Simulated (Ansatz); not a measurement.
System: NaLa2TaO6 (P2₁/c, No. 14; cell taken from a computed entry). Method: PBEsol+SOC (Ansatz, a quantum-chemistry and plane-wave program, PAW).

Run with plane-wave cutoff 520 eV, 8×6×4 k mesh (along the axes of the cell as run), Fermi–Dirac smearing 0.01 eV, PAW data made under PBE.

Cell (relaxed with PBEsol):

```cif
data_La4Na2O12Ta2
_chemical_formula_sum 'Na2 La4 Ta2 O12'
_space_group_name_H-M_alt 'P21/c'
_space_group_IT_number 14
_space_group_name_Hall '-P 2ybc'
_cell_length_a 5.65703
_cell_length_b 5.95710
_cell_length_c 9.82220
_cell_angle_alpha 90.000
_cell_angle_beta 124.139
_cell_angle_gamma 90.000
loop_
_atom_site_label
_atom_site_type_symbol
_atom_site_symmetry_multiplicity
_atom_site_Wyckoff_symbol
_atom_site_fract_x
_atom_site_fract_y
_atom_site_fract_z
_atom_site_occupancy
Na1 Na 2 a 0.00000 0.00000 0.00000 1
La1 La 4 e 0.22619 0.56027 0.24447 1
Ta1 Ta 2 d 0.50000 0.00000 0.50000 1
O1 O 4 e 0.25699 0.27645 0.42624 1
O2 O 4 e 0.60636 0.44392 0.22769 1
O3 O 4 e 0.83822 0.32419 0.05176 1
```

**Question.** Estimate the band gap, smallest direct gap on the k points sampled and Γ–Γ gap that the calculation returns.

**Answer.** 
band gap: 4.00 eV (indirect)
smallest direct gap on the k points sampled: 4.09 eV
Γ–Γ gap: 4.19 eV

Computed values are for the static lattice.
